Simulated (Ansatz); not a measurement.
Write a Python script for Ansatz 0.2.0 through its Python package that makes a composite energy at a relaxed geometry of H4NOSi, SMILES [NH][SiH2]O. Settings (for the species named): r2SCAN, def2-SVP basis, multiplicity 2.

`h4nosi.xyz`
```text
7

N    -0.99360   -0.50710    0.68680
Si    0.14590    0.32970   -0.32250
O     1.42550   -0.61030    0.02060
H    -1.85290    0.04930    0.54060
H    -0.20880    0.21520   -1.76900
H     0.36100    1.74020    0.12910
H     1.18420   -1.28500    0.66880
```

Script `composite_h4nosi.py`:
```python
# -*- coding: utf-8 -*-
'''Relax H4NOSi cheaply, then refine its energy.'''

import itertools

import ansatz as az
from ase.data import atomic_numbers, covalent_radii
import numpy as np

geometry = az.Crystal.molecule_from_extxyz('h4nosi.xyz')

base = (
    geometry.calculation()
    .basis(gaussian='def2-SVP')
    .functional('r2SCAN')
    .spin('collinear', total=1)
)
symbols = [site.symbol for site in geometry.cartesian_sites]
start = np.array([site.position_ang for site in geometry.cartesian_sites], dtype=float)
data = base.relax(force_tolerance=0.01, max_steps=100).run(threads=1).report
end = np.array(data['positions_ang'])
# pairs closer than 1.2 times the sum of covalent radii, before or after
radius = [covalent_radii[atomic_numbers[s]] for s in symbols]
span = lambda where, i, j: np.linalg.norm(where[i] - where[j])
bonded = [(i, j) for i, j in itertools.combinations(range(len(symbols)), 2) if min(span(start, i, j), span(end, i, j)) < 1.2 * (radius[i] + radius[j])]
print('pair        before    after (A)')
for i, j in bonded:
    print(f'{symbols[i]}{i}-{symbols[j]}{j}'.ljust(10), f'{span(start, i, j):8.4f} {span(end, i, j):8.4f}')
for first, second in list(itertools.combinations(bonded, 2)):
    shared = set(first) & set(second)
    if shared and symbols[(j := shared.pop())] != 'H':
        i, k = sorted((set(first) | set(second)) - {j})
        u, v = end[i] - end[j], end[k] - end[j]
        angle = np.degrees(np.arccos(np.clip(u @ v / np.linalg.norm(u) / np.linalg.norm(v), -1, 1)))
        print(f'final angle {symbols[i]}{i}-{symbols[j]}{j}-{symbols[k]}{k}: {angle:.2f} deg')

minimum = az.Crystal.molecule()
for symbol, place in zip(symbols, end):
    minimum = minimum.atom(symbol, place.tolist())
at_minimum = minimum.calculation().spin('collinear', total=1)
# MP2 extrapolated to the basis limit, plus the small-basis difference CCSD(T) - MP2
level = lambda method, basis: at_minimum.basis(gaussian=basis).correlation(method).run(threads=1).report
small, large, cluster = level('mp2', 'cc-pVDZ'), level('mp2', 'cc-pVTZ'), level('ccsd_t', 'cc-pVDZ')
corr = lambda each: (each['free_energy_ev'] - each['reference_energy_ev']) / 27.211386246
mp2_limit = (27 * corr(large) - 8 * corr(small)) / 19
pieces = {'HF / cc-pVTZ': large['reference_energy_ev'] / 27.211386246, 'MP2 correlation, DZ-TZ limit': mp2_limit, 'CCSD(T) - MP2 / cc-pVDZ': corr(cluster) - corr(small)}
for name, value in pieces.items():
    print(f'{name:32s} {value:14.6f} Ha')
print(f'{"sum":32s} {sum(pieces.values()):14.6f} Ha')
print('T1 diagnostic', round(cluster['correlation']['coupled_cluster']['t1_diagnostic'], 4))
```

`python composite_h4nosi.py` gives:
```text
pair        before    after (A)
N0-Si1       1.7371   1.7521
N0-H3        1.0341   1.0290
Si1-O2       1.6244   1.6576
Si1-H4       1.4937   1.4902
Si1-H5       1.4966   1.5025
O2-H6        0.9662   0.9648
final angle Si1-N0-H3: 114.31 deg
final angle N0-Si1-O2: 110.38 deg
final angle N0-Si1-H4: 114.30 deg
final angle N0-Si1-H5: 104.66 deg
final angle O2-Si1-H4: 105.26 deg
final angle O2-Si1-H5: 112.55 deg
final angle Si1-O2-H6: 116.12 deg
final angle H4-Si1-H5: 109.88 deg
HF / cc-pVTZ                        -420.662377 Ha
MP2 correlation, DZ-TZ limit          -0.586323 Ha
CCSD(T) - MP2 / cc-pVDZ               -0.046572 Ha
sum                                 -421.295272 Ha
T1 diagnostic 0.0137
```

Total energies depend on the basis set; only differences at equal settings carry meaning. The sum leaves out core correlation, relativity, the Hartree-Fock basis error and zero-point energy; a DZ-TZ extrapolation is rough. The species is open-shell (spin multiplicity 2). Inner cores stay frozen, so this is valence correlation. For Al to Cl the sets with a tight d function, cc-pV(X+d)Z, are usual. An extrapolation from small basis sets is rough. Timing: 40 s on 1 thread of AMD EPYC 9R45 96-Core Processor (Zen 5), with other jobs on the host, peak memory 0.39 GiB.

(A comment or docstring line of the script was reworded after the run, the code is as it ran.)
